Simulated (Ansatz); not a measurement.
Input file:

```yaml
crystal:
  periodic: [false, false, false]
  atoms:
    - {symbol: Ge, position_ang: [0.000000, 0.000000, 0.188400]}
    - {symbol: As, position_ang: [0.000000, 0.000000, -1.902600]}
    - {symbol: H, position_ang: [0.000000, 0.000000, 1.714200]}
basis:
  gaussian: {orbitals: cc-pVDZ}
magnetization: {spin_polarized: true, initial_magnetization: 2}
hamiltonian: {xc: {name: r2SCAN}}
correlation: {method: ccsdt_q_b, electrons: outside_noble_gas}
```

```sh
$ ansatz run in.yaml --threads 1 --pin off --events-out ev --progress --plain --max-ram 2393MiB
```

Output:

```
1151 factors; integrals over basis functions are off by at most 2.4e-7 eV
mean field evaluation 1: about -117369.4027 eV, gradient 5.9e0 eV
mean field evaluation 2: about -117369.3999 eV, gradient 5.9e0 eV
mean field evaluation 4: about -117369.4457 eV, gradient 5.0e0 eV
mean field evaluation 8: about -117370.2759 eV, gradient 1.1e-1 eV
mean field evaluation 16: about -117370.2732 eV, gradient 7.6e-4 eV
mean field evaluation 32: about -117369.4027 eV, gradient 5.9e0 eV
mean field evaluation 64: about -117369.6777 eV, gradient 2.4e-6 eV
mean field evaluation 96: about -117369.6777 eV, gradient 1.6e-6 eV
mean field evaluation 128: about -117370.2698 eV, gradient 6.3e-1 eV
mean field -117370.27316829 eV, -4313.2779825061 hartree, gradient 7.0e-7 eV, S^2 2.010622; 12 other end points of the search recorded, 0 dependent functions left out
28 core orbitals not correlated: weight in the atoms' cores, before any rotation towards them, 0.998 or more for the frozen orbitals, at most 0.001 for the correlated occupied ones
reference -117279.97135159 eV, -4309.9594519513 hartree; 6, 4 occupied and 25, 27 virtual orbitals, 1151 factors
second order -4.38556640 eV of doubles, -0.23173619 eV of singles
cycle   1  -4.96039474 eV  change   -3.5e-1 eV  update   9.0e-2
...
cycle  18  -5.75465504 eV  change    1.9e-5 eV  update   3.6e-5
cycle  19  -5.75467671 eV  change   -2.2e-5 eV  update   2.2e-5
cycle  20  -5.75468777 eV  change   -1.1e-5 eV  update   1.4e-5
cycle  21  -5.75467883 eV  change    8.9e-6 eV  update   8.5e-6
cycle  22  -5.75468114 eV  change   -2.3e-6 eV  update   5.3e-6
cycle  23  -5.75468126 eV  change   -1.2e-7 eV  update   3.2e-6
cycle  24  -5.75467951 eV  change    1.7e-6 eV  update   1.6e-6
cycle  25  -5.75468031 eV  change   -7.9e-7 eV  update   7.0e-7
cycle  26  -5.75468067 eV  change   -3.6e-7 eV  update   3.4e-7
cycle  27  -5.75468113 eV  change   -4.6e-7 eV  update   2.0e-7
perturbative correction -0.09276241 eV, -0.0034089557 hartree
WARN: these amplitudes may be one of several solutions (largest doubles amplitude 0.83, level shift 0.00 eV)
Total energy: -117285.81879514 eV, -4310.1743415380 hartree
```

Ran on 1 thread of AMD EPYC, shared host: 84 s wall, 0.26 GiB peak host memory.
